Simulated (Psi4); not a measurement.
# CH3FO (SMILES OCF): B3LYP/aug-cc-pVDZ, part 1 of 2

What is the vertical ionisation energy of CH3FO at B3LYP/aug-cc-pVDZ? 

Program for the calculation: Psi4 1.11.

## 1. The molecule

CH3FO: 6 atoms, total charge 0, spin state singlet. SMILES: `OCF`. The coordinates come from a PBE0-D4/def2-TZVP relaxation. This is one conformer, not always the lowest.

Bond lengths: O1–C2 1.370 Å, C2–F3 1.381 Å, O1–H4 0.962 Å, C2–H5 1.096 Å, C2–H6 1.091 Å. Angles: O1–C2–F3 111.1°, O1–C2–H5 112.9°, O1–C2–H6 107.4°, F3–C2–H5 106.3°, F3–C2–H6 107.8°, C2–O1–H4 109.3°, H5–C2–H6 111.3°.

## 2. Energy and gradient at B3LYP/aug-cc-pVDZ

ch3fo.in

```
memory 1600 mb

molecule mol {
  0 1
  O     -1.50044254    -1.31751705    -0.46751824
  C      0.47280948     0.09259658     0.43614879
  F     -0.17782323     2.61386918     0.61189332
  H     -1.75498865    -0.93560340    -2.22609737
  H      2.14824066     0.00925966    -0.77951203
  H      0.89213970    -0.58354743     2.33815813
  units au
  symmetry c1
  no_reorient
  no_com
}

set {
  basis aug-cc-pVDZ
  puream true
  e_convergence 1e-09
  d_convergence 1e-08
  scf_type pk
  dft_radial_points 99
  dft_spherical_points 590
}

e, wfn = gradient('b3lyp', return_wfn=True)
oeprop(wfn, 'QUADRUPOLE', 'MULLIKEN_CHARGES', 'LOWDIN_CHARGES', title='B3LYP')
print_variables()
```

Started as:

```console
$ psi4 -i ch3fo.in -o ch3fo.out -n 1
```

ch3fo.out:

```text
Psi4 1.11 release

gradient() will perform analytic gradient computation.

   => Loading Basis Set <=

    Name: AUG-CC-PVDZ
    Role: ORBITAL
    Keyword: BASIS

         ---------------------------------------------------------
                                   SCF
                              RKS Reference
                        1 Threads,   1525 MiB Core
         ---------------------------------------------------------

  ==> Geometry <==

    Molecular point group: c1
    Full point group: C1

    Geometry (in Bohr), charge = 0, multiplicity = 1:

       Center              X                  Y                   Z               Mass
    ------------   -----------------  -----------------  -----------------  -----------------
         O           -1.500442540000    -1.317517050000    -0.467518240000    15.994914619570
         C            0.472809480000     0.092596580000     0.436148790000    12.000000000000
         F           -0.177823230000     2.613869180000     0.611893320000    18.998403162730
         H           -1.754988650000    -0.935603400000    -2.226097370000     1.007825032230
         H            2.148240660000     0.009259660000    -0.779512030000     1.007825032230
         H            0.892139700000    -0.583547430000     2.338158130000     1.007825032230

  Running in c1 symmetry.

  Rotational constants: A =      1.11305  B =      0.32251  C =      0.27269 [cm^-1]
  Rotational constants: A =  33368.28406  B =   9668.60016  C =   8174.95855 [MHz]
  Nuclear repulsion =   79.440325202706575

  Charge       = 0
  Multiplicity = 1
  Electrons    = 26
  Nalpha       = 13
  Nbeta        = 13

  ==> Algorithm <==

  SCF Algorithm Type is PK.
  DIIS enabled.
  MOM disabled.
  Fractional occupation disabled.
  Guess Type is SAD.
  Energy threshold   = 1.00e-09
  Density threshold  = 1.00e-08
  Integral threshold = 1.00e-12

  ==> Primary Basis <==

  Basis Set: AUG-CC-PVDZ
    Blend: AUG-CC-PVDZ
    Number of shells: 42
    Number of basis functions: 96
    Number of Cartesian functions: 102
    Spherical Harmonics?: true
    Max angular momentum: 2

  ==> DFT Potential <==

   => LibXC <=

    Version 7.1.2

   => Composite Functional: B3LYP <=

    B3LYP Hyb-GGA Exchange-Correlation Functional

    Deriv               =              1
    GGA                 =           TRUE
    Meta                =          FALSE

    Exchange Hybrid     =           TRUE
    MP2 Hybrid          =          FALSE

   => Exchange Functionals <=

    0.0800   Slater exchange
    0.7200         Becke 88

   => Exact (HF) Exchange <=

    0.2000               HF

   => Correlation Functionals <=

    0.1900   Vosko, Wilk & Nusair (VWN5_RPA)
    0.8100   Lee, Yang & Parr

   => LibXC Density Thresholds  <==

    XC_HYB_GGA_XC_B3LYP:  1.00E-15

   => Molecular Quadrature <=

    Radial Scheme          =       TREUTLER
    Pruning Scheme         =           NONE
    Nuclear Scheme         =       TREUTLER

    Blocking Scheme        =         OCTREE
    BS radius alpha        =              1
    Pruning alpha          =              1
    Radial Points          =             99
    Spherical Points       =            590
    Total Points           =         338529
    Total Blocks           =           2488
    Max Points             =            256
    Max Functions          =             96
    Weights Tolerance      =       1.00E-15

  ==> Integral Setup <==

  Using in-core PK algorithm.
   Calculation information:
      Number of atoms:                   6
      Number of AO shells:              42
      Number of primitives:             96
      Number of atomic orbitals:       102
      Number of basis functions:        96

      Integral cutoff                 1.00e-12
      Number of threads:                 1

  Performing in-core PK
  Using 21682992 doubles for integral storage.
  We computed 408111 shell quartets total.
  Whereas there are 408156 unique shell quartets.

  ==> DiskJK: Disk-Based J/K Matrices <==

    J tasked:                  Yes
    K tasked:                  Yes
    wK tasked:                  No
    Memory [MiB]:              648
    Schwarz Cutoff:          1E-12

  Cached 50.0% of DFT collocation blocks in 0.453 [GiB].

  Minimum eigenvalue in the overlap matrix is 6.3610117996E-04.
  Reciprocal condition number of the overlap matrix is 7.0729447089E-05.
    Using symmetric orthogonalization.

  ==> Pre-Iterations <==

  SCF Guess: Superposition of Atomic Densities via on-the-fly atomic UHF (no occupation information).

   -------------------------
    Irrep   Nso     Nmo
   -------------------------
     A         96      96
   -------------------------
    Total      96      96
   -------------------------

  ==> Iterations <==

                        Total Energy        Delta E     RMS |[F,P]|

   @RKS iter SAD:  -214.55219257536743   -2.14552e+02   0.00000e+00
   @RKS iter   1:  -214.82941767300412   -2.77225e-01   6.76519e-03 DIIS/ADIIS
   @RKS iter   2:  -214.61398116942067    2.15437e-01   1.02910e-02 DIIS/ADIIS
   @RKS iter   3:  -214.99919242348545   -3.85211e-01   1.13058e-03 DIIS/ADIIS
   @RKS iter   4:  -215.00324311280050   -4.05069e-03   4.48121e-04 DIIS/ADIIS
   @RKS iter   5:  -215.00388559107600   -6.42478e-04   1.18756e-04 DIIS/ADIIS
   @RKS iter   6:  -215.00392419526418   -3.86042e-05   4.08372e-05 DIIS
   @RKS iter   7:  -215.00392975606741   -5.56080e-06   3.43516e-06 DIIS
   @RKS iter   8:  -215.00392979850662   -4.24392e-08   4.70316e-07 DIIS
   @RKS iter   9:  -215.00392979930868   -8.02061e-10   5.33058e-08 DIIS
   @RKS iter  10:  -215.00392979932161   -1.29319e-11   1.01052e-08 DIIS
   @RKS iter  11:  -215.00392979932190   -2.84217e-13   1.45579e-09 DIIS
  Energy and wave function converged.

  ==> Post-Iterations <==

   Electrons on quadrature grid:
      Ntotal   =   25.9999999515 ; deviation = -4.854e-08

    Orbital Energies [Eh]
    ---------------------

    Doubly Occupied:

       1A    -24.702852     2A    -19.183917     3A    -10.318549
       4A     -1.217755     5A     -1.068083     6A     -0.703859
       7A     -0.570570     8A     -0.524128     9A     -0.512481
      10A     -0.425897    11A     -0.389913    12A     -0.354863
      13A     -0.328946

    Virtual:

      14A     -0.017774    15A      0.006226    16A      0.022312
      17A      0.034108    18A      0.067117    19A      0.087941
      20A      0.106880    21A      0.123801    22A      0.132106
      23A      0.140724    24A      0.153193    25A      0.162491
      26A      0.171433    27A      0.209751    28A      0.217309
      29A      0.250200    30A      0.259526    31A      0.272472
      32A      0.301882    33A      0.319113    34A      0.328326
      35A      0.337219    36A      0.348100    37A      0.381932
      38A      0.436207    39A      0.459545    40A      0.474274
      41A      0.488061    42A      0.507041    43A      0.534145
      44A      0.543000    45A      0.574767    46A      0.596003
      47A      0.603439    48A      0.701285    49A      0.754007
      50A      0.792975    51A      0.822400    52A      0.853138
      53A      0.983826    54A      0.998070    55A      1.027719
      56A      1.117775    57A      1.195213    58A      1.235135
      59A      1.271625    60A      1.324897    61A      1.371408
      62A      1.414164    63A      1.455295    64A      1.490543
      65A      1.508684    66A      1.537808    67A      1.553973
      68A      1.612560    69A      1.625747    70A      1.684992
      71A      1.810601    72A      1.847915    73A      1.887438
      74A      1.911772    75A      1.999384    76A      2.007766
      77A      2.078364    78A      2.188164    79A      2.243647
      80A      2.336304    81A      2.425188    82A      2.490858
      83A      2.568916    84A      2.635514    85A      2.826534
      86A      3.150247    87A      3.321065    88A      3.345251
      89A      3.389373    90A      3.489496    91A      3.842288
      92A      4.537124    93A      4.544716    94A      4.622819
      95A      4.647794    96A      4.678368

    Final Occupation by Irrep:
              A
    DOCC [    13 ]
    NA   [    13 ]
    NB   [    13 ]

  @RKS Final Energy:  -215.00392979932190

   => Energetics <=

    Nuclear Repulsion Energy =             79.4403252027065747
    One-Electron Energy =                -453.4288035362761775
    Two-Electron Energy =                 179.6822432790738446
    DFT Exchange-Correlation Energy =     -20.6976947448261086
    Empirical Dispersion Energy =           0.0000000000000000
    VV10 Nonlocal Energy =                  0.0000000000000000
    Total Energy =                       -215.0039297993218952

Computation Completed

Properties will be evaluated at   0.000000,   0.000000,   0.000000 [a0]

Properties computed using the SCF density matrix

 Multipole Moments:

 ------------------------------------------------------------------------------------
     Multipole            Electronic (a.u.)      Nuclear  (a.u.)        Total (a.u.)
 ------------------------------------------------------------------------------------

 L = 1.  Multiply by 2.5417464519 to convert [e a0] to [Debye]
 Dipole X            :          9.9152674           -9.4817008            0.4335666
 Dipole Y            :        -12.3710462           12.0303745           -0.3406716
 Dipole Z            :         -4.1819632            3.7163354           -0.4656277
 Magnitude           :                                                    0.7216969

 ------------------------------------------------------------------------------------

	total time  =         16 seconds =       0.27 minutes

         ------------------------------------------------------------
                                   SCF GRAD
         ------------------------------------------------------------

  ==> Geometry <==

    Molecular point group: c1
    Full point group: C1

    Geometry (in Bohr), charge = 0, multiplicity = 1:

       Center              X                  Y                   Z               Mass
    ------------   -----------------  -----------------  -----------------  -----------------
         O           -1.500442540000    -1.317517050000    -0.467518240000    15.994914619570
         C            0.472809480000     0.092596580000     0.436148790000    12.000000000000
         F           -0.177823230000     2.613869180000     0.611893320000    18.998403162730
         H           -1.754988650000    -0.935603400000    -2.226097370000     1.007825032230
         H            2.148240660000     0.009259660000    -0.779512030000     1.007825032230
         H            0.892139700000    -0.583547430000     2.338158130000     1.007825032230

  Nuclear repulsion =   79.440325202706575

  ==> Basis Set <==

  Basis Set: AUG-CC-PVDZ
    Blend: AUG-CC-PVDZ
    Number of shells: 42
    Number of basis functions: 96
    Number of Cartesian functions: 102
    Spherical Harmonics?: true
    Max angular momentum: 2

  ==> DirectJKGrad: Integral-Direct SCF Gradients <==

    Gradient:                    1
    J tasked:                  Yes
    K tasked:                  Yes
    wK tasked:                  No
    Integrals threads:           1
    Schwarz Cutoff:          1E-12

  ==> DFT Potential <==

   => LibXC <=

    Version 7.1.2

   => Composite Functional: B3LYP <=

    B3LYP Hyb-GGA Exchange-Correlation Functional

    Deriv               =              1
    GGA                 =           TRUE
    Meta                =          FALSE

    Exchange Hybrid     =           TRUE
    MP2 Hybrid          =          FALSE

   => Exchange Functionals <=

    0.0800   Slater exchange
    0.7200         Becke 88

   => Exact (HF) Exchange <=

    0.2000               HF

   => Correlation Functionals <=

    0.1900   Vosko, Wilk & Nusair (VWN5_RPA)
    0.8100   Lee, Yang & Parr

   => LibXC Density Thresholds  <==

    XC_HYB_GGA_XC_B3LYP:  1.00E-15

   => Molecular Quadrature <=

    Radial Scheme          =       TREUTLER
    Pruning Scheme         =           NONE
    Nuclear Scheme         =       TREUTLER

    Blocking Scheme        =         OCTREE
    BS radius alpha        =              1
    Pruning alpha          =              1
    Radial Points          =             99
    Spherical Points       =            590
    Total Points           =         338529
    Total Blocks           =           2488
    Max Points             =            256
    Max Functions          =             96
    Weights Tolerance      =       1.00E-15

  -Total Gradient:
     Atom            X                  Y                   Z
    ------   -----------------  -----------------  -----------------
       1        0.007679715879     0.006314512358     0.000539669452
       2       -0.009104215911     0.008254580684    -0.001991937540
       3        0.003900960435    -0.015582640999    -0.001272676828
       4        0.001505558639    -0.000082240542     0.004448536581
       5       -0.003198185315    -0.000047148284     0.002371392735
       6       -0.000788789132     0.001139789342    -0.004084598798

	total time  =          6 seconds =       0.10 minutes

Properties will be evaluated at   0.000000,   0.000000,   0.000000 [a0]

Properties computed using the B3LYP density matrix

 Multipole Moments:

 ------------------------------------------------------------------------------------
     Multipole            Electronic (a.u.)      Nuclear  (a.u.)        Total (a.u.)
 ------------------------------------------------------------------------------------

 L = 1.  Multiply by 2.5417464519 to convert [e a0] to [Debye]
 Dipole X            :          9.9152674           -9.4817008            0.4335666
 Dipole Y            :        -12.3710462           12.0303745           -0.3406716
 Dipole Z            :         -4.1819632            3.7163354           -0.4656277
 Magnitude           :                                                    0.7216969

 L = 2.  Multiply by 1.3450342976 to convert [e a0^2] to [Debye ang]
 Quadrupole XX       :        -41.3530573           28.1273416          -13.2257157
 Quadrupole XY       :        -13.4059656           13.0355518           -0.3704138
 Quadrupole XZ       :         -8.9721562           10.1880460            1.2158898
 Quadrupole YY       :        -92.7435938           76.6450301          -16.0985638
 Quadrupole YZ       :        -20.4751335           20.2758032           -0.1993303
 Quadrupole ZZ       :        -28.0176866           17.2897939          -10.7278927
 Traceless XX        :         12.6850553          -12.5600469            0.1250084
 Traceless YY        :        -38.7054813           35.9576415           -2.7478397
 Traceless ZZ        :         26.0204260          -23.3975946            2.6228313

 ------------------------------------------------------------------------------------
  Mulliken Charges: (a.u.)
   Center  Symbol    Alpha    Beta     Spin     Total
       1     O     4.16025  4.16025  0.00000 -0.32049
       2     C     2.30827  2.30827  0.00000  1.38347
       3     F     4.70155  4.70155  0.00000 -0.40310
       4     H     0.45823  0.45823  0.00000  0.08353
       5     H     0.67410  0.67410  0.00000 -0.34819
       6     H     0.69761  0.69761  0.00000 -0.39522

   Total alpha = 13.00000, Total beta = 13.00000, Total charge =  0.00000

  Lowdin Charges: (a.u.)
   Center  Symbol    Alpha    Beta     Spin     Total
       1     O     3.91090  3.91090  0.00000  0.17820
       2     C     3.06498  3.06498  0.00000 -0.12997
       3     F     4.47895  4.47895  0.00000  0.04209
       4     H     0.53153  0.53153  0.00000 -0.06307
       5     H     0.50670  0.50670  0.00000 -0.01341
       6     H     0.50692  0.50692  0.00000 -0.01385

  Total alpha = 13.00000, Total beta = 13.00000, Total charge =  0.00000

  Variable Map:
  ----------------------------------------------------------------------------
  "CURRENT ENERGY"              =>    -215.003929799322
  "CURRENT REFERENCE ENERGY"    =>    -215.003929799322
  "DD SOLVATION ENERGY"         =>       0.000000000000
  "DFT FUNCTIONAL TOTAL ENERGY" =>    -215.003929799322
  "DFT TOTAL ENERGY"            =>    -215.003929799322
  "DFT VV10 ENERGY"             =>       0.000000000000
  "DFT XC ENERGY"               =>     -20.697694744826
  "GRID ELECTRONS ALPHA"        =>      12.999999975728
  "GRID ELECTRONS BETA"         =>      12.999999975728
  "GRID ELECTRONS TOTAL"        =>      25.999999951456
  "NUCLEAR REPULSION ENERGY"    =>      79.440325202707
  "ONE-ELECTRON ENERGY"         =>    -453.428803536276
  "PCM POLARIZATION ENERGY"     =>       0.000000000000
  "PE ENERGY"                   =>       0.000000000000
  "SCF ITERATION ENERGY"        =>    -215.003929799322
  "SCF ITERATIONS"              =>      11.000000000000
  "SCF TOTAL ENERGY"            =>    -215.003929799322
  "TWO-ELECTRON ENERGY"         =>     179.682243279074
  "XC GRID RADIAL POINTS"       =>      99.000000000000
  "XC GRID SPHERICAL POINTS"    =>     590.000000000000
  "XC GRID TOTAL POINTS"        =>  338529.000000000000

  Array Variable Map:
  ----------------------------------------------------------------------------
  "B3LYP DIPOLE"                =>       0.433566609367 ... -0.465627725139 1 by 3
  "B3LYP QUADRUPOLE"            =>     -13.225715652792 ... -10.727892696268 1 by 6
  "CURRENT DIPOLE"              =>       0.433566609367 ... -0.465627725139 1 by 3
  "CURRENT GRADIENT"            =>       0.007679715879 ... -0.004084598798 6 by 3
  "DFT TOTAL GRADIENT"          =>       0.007679715879 ... -0.004084598798 6 by 3
  "SCF DIPOLE"                  =>       0.433566609367 ... -0.465627725139 1 by 3
  "SCF TOTAL ENERGIES"          =>    -214.552192575367 ... -215.003929799322 1 by 12
  "SCF TOTAL GRADIENT"          =>       0.007679715879 ... -0.004084598798 6 by 3

    Psi4 run time: 0:00:21.59
```

Wall time 23 s (1 thread of Intel Xeon Platinum 8488C (Sapphire Rapids), shared host); peak memory 0.88 GiB.

(Continued in part 2 of 2.)
